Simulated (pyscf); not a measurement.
Cl–AlH–Cl -> HCl + Al–Cl [singlet] (1,1-elimination; singlet surface; Al–Cl, Al–H broken, Cl–H formed). Structures and frequencies: ωB97X-D3(BJ)/def2-SVP in PySCF. Correlated levels are frozen-core, on RHF or UHF. ΔMP2 is the change of the MP2 total energy from the triple- to the quadruple-zeta basis. Energies in eV from the reactant's lowest minimum found.

```
level                             barrier  reaction energy
--------------------------------  -------  ---------------
PBE/def2-TZVP                        2.59            +2.11
r²SCAN/def2-TZVP                     2.94            +2.46
ωB97M-D3(BJ)/def2-TZVP               3.13            +2.15
HF/def2-TZVP                         3.91            +2.27
MP2/def2-QZVPP                       3.22            +2.40
CCSD/def2-TZVPP                         …            +2.16
CCSD(T)/def2-TZVPP + ΔMP2(QZVPP)        …                …
```

**Question.** Fill in the missing entries.

**Answer.** 
- CCSD/def2-TZVPP, barrier: 3.30
- CCSD(T)/def2-TZVPP + ΔMP2(QZVPP), barrier: 3.14
- CCSD(T)/def2-TZVPP + ΔMP2(QZVPP), reaction energy: +2.23

Of the functionals in the table, ωB97M-D3(BJ) is closest to CCSD(T)/def2-TZVPP + ΔMP2(QZVPP) in the barrier (0.02 eV apart) and PBE least close (0.55 eV); that level has limits of its own. This is the saddle that the search found; another between the same sides may lie lower. The CCSD(T) − MP2 part came from Ansatz, without density fitting, on the same reference.
